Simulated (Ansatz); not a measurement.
Hematite (α-Fe2O3) was calculated with BLYP (plane waves, PAW; Ansatz, a first-principles code).

Numerical settings: plane-wave cutoff 520 eV, 8×8×8 k mesh, Fermi–Dirac smearing 0.01 eV, spin-polarised with opposed moments, scalar-relativistic PAW data made under PBE.

Cell (measured lattice):

```
CELL_PARAMETERS angstrom
      2.51700    -1.45319    -4.58400
     -2.51700    -1.45319    -4.58400
      0.00000     2.90638    -4.58400
ATOMIC_POSITIONS crystal
  Fe 0.85641 0.85641 0.85641
  Fe 0.35641 0.35641 0.35641
  Fe 0.14359 0.14359 0.14359
  Fe 0.64359 0.64359 0.64359
  O  0.44047 0.05953 0.75000
  O  0.05953 0.75000 0.44047
  O  0.55953 0.94047 0.25000
  O  0.25000 0.55953 0.94047
  O  0.94047 0.25000 0.55953
  O  0.75000 0.44047 0.05953
```
Starting moments (μB, in the order of the record's atoms Fe Fe Fe Fe O O O O O O): 5.0 -5.0 5.0 -5.0 0.0 0.0 0.0 0.0 0.0 0.0.

**Question.** What does this level give for the band gap, smallest direct gap on the k points sampled, direct gap at Γ and magnetic moment (largest site, within a sphere)?

**Answer.** 
band gap: 0.48 eV
smallest direct gap on the k points sampled: 0.50 eV
direct gap at Γ: 1.05 eV
magnetic moment (largest site, within a sphere): 3.27 μB

Measured, for comparison: band gap 2.6 eV (temperature not stated, no zero-point or thermal correction, photoemission and inverse photoemission; as tabulated in Parkinson (2016), arXiv:1602.06774). Computed (rounded) less measured: band gap -2.12 eV.

Note: cell and atoms aren't relaxed at this level (largest force component 0.04 eV/Å, pressure 5.0 GPa); without U or exact exchange, gaps and moments of open d shells tend to come out too small.

Moments are spin moments.

Computed values are for the static lattice.

It cost around 2.6 core-minutes (rough) of CPU time.
